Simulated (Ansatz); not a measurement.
## 1T (CdI2-type) PtSe2

These are PBE+SOC (Ansatz, a program for electronic structure, PAW) values and carry that method's errors.

Numerical settings: plane-wave cutoff 520 eV, 12×12×8 k mesh (along the axes of the cell as run), Fermi–Dirac smearing 0.01 eV, PAW data made under PBE.

Cell (relaxed at this level):

```cif
data_PtSe2
_chemical_formula_sum 'Pt1 Se2'
_space_group_name_H-M_alt 'P-3m1'
_space_group_IT_number 164
_space_group_name_Hall '-P 3 2"'
_cell_length_a 3.75077
_cell_length_b 3.75077
_cell_length_c 6.47176
_cell_angle_alpha 90.000
_cell_angle_beta 90.000
_cell_angle_gamma 120.000
loop_
_atom_site_label
_atom_site_type_symbol
_atom_site_symmetry_multiplicity
_atom_site_Wyckoff_symbol
_atom_site_fract_x
_atom_site_fract_y
_atom_site_fract_z
_atom_site_occupancy
Pt1 Pt 1 a 0.00000 0.00000 0.00000 1
Se1 Se 2 d 0.33333 0.66667 0.20225 1
```

For 1T (CdI2-type) PtSe2, the band gap is 0.78 eV (indirect) and the smallest direct gap on the k points sampled comes out as 0.96 eV. The Γ–Γ gap comes out as 2.66 eV.

Measured, for comparison: band gap 0 eV (temperature not stated, not corrected to a static lattice, semimetal, ARPES; as tabulated in Two-dimensional noble-metal chalcogenides and phosphochalcogenides, Angew. …).

Note: for a layered or molecular solid the relaxed cell lies over 5 % above the published volume, where the minimum can be shallow; the cell comes from a level without a dispersion term, which matters for the spacing of layers, chains or molecules.

Static lattice: no zero-point or thermal effects.

The result took about 80 core-minutes (a rough figure).
